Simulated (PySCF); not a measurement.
Compound: 2-butanone, C4H8O.
Bonds: C1–C2, C2–C3, C3–C4, C3–O5 (double). Hydrogens: H6, H7, H8 on C1; H9, H10 on C2; H11, H12, H13 on C4.

An MMFF94s structure was refined with PBE0-D3(BJ)/def2-SVP geometry optimisation, gas phase in PySCF 2.14.0. Its MMFF94s values:

```
 coordinate  MMFF94s
      C1–C2  1.518 Å
      C1–H6  1.094 Å
      C2–C3  1.518 Å
      C2–H9  1.095 Å
      C3–C4  1.507 Å
      C3=O5  1.230 Å
     C4–H11  1.093 Å
   C1–C2–C3   112.7°
   C2–C3–C4   116.1°
   C2–C3–O5   122.8°
   C4–C3–O5   121.0°
C1–C2–C3–C4     180°
```

**Question.** How do these coordinates change at the PBE0-D3(BJ)/def2-SVP level?

**Answer.** 
```tsv
coordinate	PBE0-D3(BJ)/def2-SVP (Å or °)	change
C3=O5	1.208	-0.022
C2–H9	1.105	+0.010
C4–H11	1.102	+0.009
C1–H6	1.100	+0.006
C3–C4	1.510	+0.003
C1–C2	1.515	-0.003
C2–C3	1.516	-0.002
C2–C3–O5	121.7	-1.1
C1–C2–C3	113.5	+0.8
C4–C3–O5	121.8	+0.8
C2–C3–C4	116.4	+0.3
C1–C2–C3–C4	178	-2
```

The energy falls by 1.2 kcal/mol over 11 energy and gradient evaluations, the largest force component goes from 0.0352 to 2.8e-04 Eh/bohr, and the atoms move by 0.033 Å rms after alignment. The bond that changes most is C3=O5 (ketone carbonyl carbon to ketone oxygen), which shortens by 0.022 Å. Bonds longer at the end by more than 0.005 Å: 5 of 12; shorter: 1. Rotational constants go from 9452, 3631, 2761 to 9606, 3620, 2765 MHz.

The run used 110 basis functions and 70 SCF cycles in all. The force-field search had found conformers at 0.0, 0.8 kcal/mol (up to eight listed); the lowest was the start.

Whether it is a minimum is left open (no frequencies). The numbers are those of one conformer.

Conformer computed: `[CH3:1][CH2:2][C:3]([CH3:4])=[O:5]`: C1–C2–C3–C4 178°.
